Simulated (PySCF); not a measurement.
# Working out the ionisation energy of Si

Si [Ne] 3s2 3p2 (3P) → Si⁺ [Ne] 3s2 3p1 (2P). Calculation: PySCF 2.14, in dyall-acv3z (19s12p6d4f, 113 functions); no relativity, point nucleus. Frozen: 1s2; the 18 highest virtual orbitals dropped. Energies in hartree (1 hartree = 27.21139 eV):

```json
{"part": "UHF", "Si (lower)": "-288.858670", "Si⁺ (upper)": "-288.578025"}
{"part": "CCSD correlation", "Si (lower)": "-0.371750", "Si⁺ (upper)": "-0.355431"}
{"part": "(T)", "Si (lower)": "-0.005958", "Si⁺ (upper)": "-0.004595"}
```

Problem. What does Hartree-Fock give?

Solution. (-288.578025) − (-288.858670) = 0.280645 hartree = 7.637 eV.

Problem. What do CCSD and CCSD(T) give?

Solution. The CCSD correlation energies differ by 0.016319 hartree = 0.444 eV and the triples by 0.001363 hartree = 0.037 eV, so CCSD gives 8.081 eV and CCSD(T) 8.118 eV.

Measured between the centres of the two terms (NIST): 8.157 eV, so CCSD(T) (valence and next inner shell) is off by -0.039 eV.

What remains against the reference includes basis incompleteness, the frozen core and higher excitations.
